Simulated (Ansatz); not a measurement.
2H MoS2, treated with PBE-D3(BJ) in Ansatz (plane waves, PAW).

Rigid layers of the crystal as relaxed at this level are moved apart or together:

```json
[
 {"run": "1", "k mesh": "12×12×4", "layer repeat (Å)": "5.845", "energy against free layers (meV/Å²)": "-31.37", "gap on the mesh (eV)": "0.575"},
 {"run": "2", "k mesh": "12×12×4", "layer repeat (Å)": "5.995", "energy against free layers (meV/Å²)": "-32.98", "gap on the mesh (eV)": "0.734"},
 {"run": "3", "k mesh": "12×12×4", "layer repeat (Å)": "6.145", "energy against free layers (meV/Å²)": "-32.76", "gap on the mesh (eV)": "0.881"},
 {"run": "4", "k mesh": "12×12×4", "layer repeat (Å)": "6.345", "energy against free layers (meV/Å²)": "-30.87", "gap on the mesh (eV)": "1.057"},
 {"run": "5", "k mesh": "12×12×4", "layer repeat (Å)": "6.645", "energy against free layers (meV/Å²)": "-26.61", "gap on the mesh (eV)": "1.282"},
 {"run": "6", "k mesh": "12×12×4", "layer repeat (Å)": "7.145", "energy against free layers (meV/Å²)": "-19.40", "gap on the mesh (eV)": "1.558"},
 {"run": "7", "k mesh": "12×12×2", "layer repeat (Å)": "8.145", "energy against free layers (meV/Å²)": "-9.84", "gap on the mesh (eV)": "1.775"},
 {"run": "8", "k mesh": "12×12×2", "layer repeat (Å)": "10.145", "energy against free layers (meV/Å²)": "-3.05", "gap on the mesh (eV)": "1.789"}
]
```

The lowest energy of these points lies at a layer repeat of 5.99 Å.

Spin–orbit coupling is not included.

Ansatz is a program for electronic structure.
